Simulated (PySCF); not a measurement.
# Basis set benchmark on one molecule

Molecule: SMILES CC(=O)Cl, C2H3ClO.

Atom-mapped SMILES (the numbers label the heavy atoms): `[CH3:1][C:2](=[O:3])[Cl:4]`. Hydrogens are named by the atom that carries them.

Geometry PBE0-D3(BJ)/def2-SVP throughout; GIAO in PySCF, gas phase, one conformer, non-relativistic; equivalent atoms averaged; functional PBE0.

Reference values (measured; solution, not stated per compound (mostly CDCl3 or CCl4); Pretsch, Buehlmann, Badertscher, Structure Determination of Organic Compounds, 4th ed. (2009)): δ(C1) = 33.6 ppm, δ(H(C1)) = 2.66 ppm. Computed shifts are taken against TMS, calculated as an isolated molecule at each level.

Q: How do the basis sets STO-3G, 6-31G, 6-31G*, def2-SVP, 6-311+G(2d,p), def2-TZVP perform against the reference? Times are CPU seconds on 1 thread of an Arm Neoverse V1, shared host.

A: 
```csv
basis set,functions,C1,H(C1),abs. error C,abs. error H,core-s
STO-3G,27,29.0,2.43,4.6,0.23,1.5
6-31G,46,34.0,2.56,0.4,0.10,2.8
6-31G*,66,32.0,2.23,1.6,0.43,3.5
def2-SVP,75,30.4,2.23,3.2,0.43,3.4
"6-311+G(2d,p)",134,33.4,2.48,0.2,0.18,7
def2-TZVP,148,34.1,2.44,0.5,0.22,7.9
```

For 13C the closest is 6-311+G(2d,p) (0.2 ppm, with 6-31G, def2-TZVP practically level) and the furthest STO-3G (4.6 ppm).

For 1H the closest is 6-31G (0.10 ppm) and the furthest def2-SVP (0.43 ppm). Where a smaller basis beats a larger one, errors probably cancel. One molecule is a small sample, and vibrational and solvent effects are absent from the calculation.

A small basis that lands close on one nucleus may do so by chance; judge by the trend and by all nuclei.
